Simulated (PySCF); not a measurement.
Below is a simulated gas-phase P 2p photoelectron spectrum of `[SiH3]P` (silylphosphane).

Every computed line was given a Gaussian of 0.7 eV full width at half maximum and an area set by the number of equivalent atoms (split 2:1 within a doublet); the highest printed point is 100. Computed with delta-SCF UKS SCAN, pcX-2 on the ionised atom, pcseg-1 elsewhere, spin-free X2C (PySCF 2.14.0).

(binding energy (eV), intensity): (135.5, 0), (135.6, 1), (135.7, 3), (135.8, 7), (135.9, 15), (136.0, 27), (136.1, 43), (136.2, 63), (136.3, 82), (136.4, 96), (136.5, 100), (136.6, 94), (136.7, 80), (136.8, 64), (136.9, 51), (137.0, 44), (137.1, 44), (137.2, 47), (137.3, 51), (137.4, 50), (137.5, 46), (137.6, 37), (137.7, 27), (137.8, 18), (137.9, 10), (138.0, 5), (138.1, 3), (138.2, 1), (138.3, 0), (138.4, 0)

Q: How many maxima does the curve show, and how many computed lines lie under it?

A: The curve has 2 maxima (at 136.5 and 137.3 eV). Under it lie 2 lines from 1 inequivalent phosphorus site, drawn as a 2p3/2, 2p1/2 pair.

Q: Decompose the envelope and assign each component. Numbering: `[SiH3:1][PH2:2]`.

A: 
```
position (eV)  relative area     line  atoms                  environment
       136.48           0.67  P 2p3/2     P2  three-coordinate phosphorus
       137.37           0.33  P 2p1/2     P2  three-coordinate phosphorus
```

The curve has no shake-up lines and no vibrational structure. Spin–orbit and ligand-field terms were added within each 2p shell after the spin-free SCF. 2p1/2 minus 2p3/2 (ligand field included): P 0.89 eV. Geometry: PBE0-D3(BJ)/def2-SVP; no solvent, vibrations or thermal averaging.
